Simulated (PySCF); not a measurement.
## Worked example: BN, triplet against BN, singlet

Geometry (PBE0/def2-TZVP stationary point of a singlet), kept for both states (BN, singlet: Σ⁺; BN, triplet: Π):

```csv
atom,x (Å),y (Å),z (Å)
B,0.0000,0.0000,0.0000
N,0.0000,0.0000,1.2615
```

Basis 6-31G; PySCF 2.14.0. Only valence electrons are correlated (noble-gas cores frozen). Prefix R: restricted or restricted open-shell reference; prefix U: unrestricted.

Full CI is exact within this basis and frozen core; it isn't the basis-set limit. The frozen core follows each run's orbitals, which can shift R against U totals by a few meV.

Unrestricted rows (U, and Kohn–Sham where it breaks symmetry) aren't spin-pure: their determinants' ⟨S²⟩ exceeds S(S+1) by up to 1.20, so they mix in states of higher spin.

```csv
level,"E(BN, singlet) (hartree)","E(BN, triplet) (hartree)"
UHF,-78.946647,-78.951497
RCCSD(T),-79.112735,-79.091501
PBE,-79.277500,-79.276172
r2SCAN,-79.327068,-79.336242
full CI,-79.108265,-79.093114
```

Task: Give the vertical gap, BN triplet less BN singlet, at each level in eV (1 hartree = 27.2114 eV), and each error against full CI.

Result: full CI: (-79.093114 − (-79.108265)) × 27.2114 = 0.412 eV (the reference)
r2SCAN: (-79.336242 − (-79.327068)) × 27.2114 = -0.250 eV, error -0.662 eV
PBE: (-79.276172 − (-79.277500)) × 27.2114 = 0.036 eV, error -0.376 eV
RCCSD(T): (-79.091501 − (-79.112735)) × 27.2114 = 0.578 eV, error 0.166 eV
UHF: (-78.951497 − (-78.946647)) × 27.2114 = -0.132 eV, error -0.544 eV

Total energies of functionals can't be set beside those of wave-function methods, since they hold the core's correlation and their own absolute errors; only the differences compare.

The set has no polarisation functions, so the order and spacing of states can differ from the basis-set limit.

In so small a basis the reference is far from its limit while semilocal and hybrid functionals are nearer theirs, so the functionals' errors here hold much of the reference's basis and frozen-core error, which can add to them or hide them.

Each level lands on the state that its own search finds. T1 diagnostics of restricted CCSD: 0.101 and 0.036.
